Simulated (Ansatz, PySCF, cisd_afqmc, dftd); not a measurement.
System: C2HO, charge 0, doublet. C2HO (SMILES [CH]=C=O, doublet).
B3LYP-D3(BJ)/def2-TZVP minimum from Ansatz (a first-principles code):
```
C
O 1 1.1710
C 1 1.2878 2 170.77
H 3 1.0711 1 137.10 2 -180.00
```
Charge 0, spin multiplicity 2.

Wanted: enthalpy of formation at 298 K (by atomisation, with ideal-gas terms from PySCF's Hessian at B3LYP-D3(BJ)/def2-TZVP and the atoms' measured values of the G2/97 table; no spin-orbit terms), in kJ/mol. UHF or UKS for unpaired electrons; spin-orbit terms are left out. Correlated methods leave the cores frozen. Rows without X2C or -DK are non-relativistic. AFQMC is phaseless with a CISD trial state; ± is one standard error, without the phaseless bias. Outlying blocks are dropped, and bars are widened where a walk drifts. Over all cases where full CI ran beside it in this data, AFQMC minus full CI had a median of +0.1 mEh and passed +0.4 mEh in a tenth of the cases. CBS(X,Y): correlation extrapolated as X^-3, Hartree-Fock from the larger set. A bracket is a step between two methods taken in the basis named. The functionals are non-relativistic, so their misses hold any scalar relativity. Double hybrids freeze cores in their MP2 part. '+ core + X2C': CCSD(T) terms for core correlation (cc-pwCVTZ) and scalar relativity (cc-pVTZ-DK). For partners of very few electrons the exact lower level stands in for a higher one. The UHF reference of C2HO ([CH]=C=O, doublet) is spin-contaminated (<S^2> up to 0.07 over the pure value in the sets run).

Measured: 42.5 kcal/mol, 178.0 kJ/mol (Active Thermochemical Tables 1.112 (ions: stationary electron), as tabulated in the package chemicals); atomic spin-orbit terms, which the calculations lack, would raise the computed values.

| level | program | enthalpy of formation at 298 K (kJ/mol) | error against that value |
|---|---|---|---|
| PBE0-D4/def2-TZVPD | Ansatz + dftd4 | 140.7 | -37.3 |
| B2GP-PLYP/def2-TZVPD | Ansatz | 191.7 | 13.7 |
| MP2/cc-pVDZ | Ansatz | 277.4 | 99.4 |
| CCSD/cc-pVDZ | Ansatz | 378.3 | 200.3 |
| CCSD/cc-pVTZ | Ansatz | 291.3 | 113.3 |
| CCSD/cc-pVQZ | Ansatz | 260.9 | 82.9 |
| CCSD(T)/CBS(cc-pVTZ,cc-pVQZ) + core + X2C | Ansatz | 179.5 | 1.5 |
| CCSDT(Q)/cc-pVDZ | Ansatz | 334.3 | 156.3 |
| CCSDT(Q)/cc-pVTZ | Ansatz | 237.3 | 59.3 |
| AFQMC/CISD/aug-cc-pVTZ | cisd_afqmc | 233.3 ± 1.1 | 55.3 |
| AFQMC/CISD/cc-pVTZ | cisd_afqmc | 241.0 ± 2.4 | 63.0 |
| CCSD(T)/CBS(cc-pVTZ,cc-pVQZ) + [AFQMC/CISD - CCSD(T)]/cc-pVTZ + core + X2C | Ansatz + cisd_afqmc | 179.2 ± 2.4 | 1.2 |
| CCSD(T)/CBS(cc-pVTZ,cc-pVQZ) + [CCSDT(Q) - CCSD(T)]/cc-pVTZ + core + X2C | Ansatz | 175.5 | -2.5 |
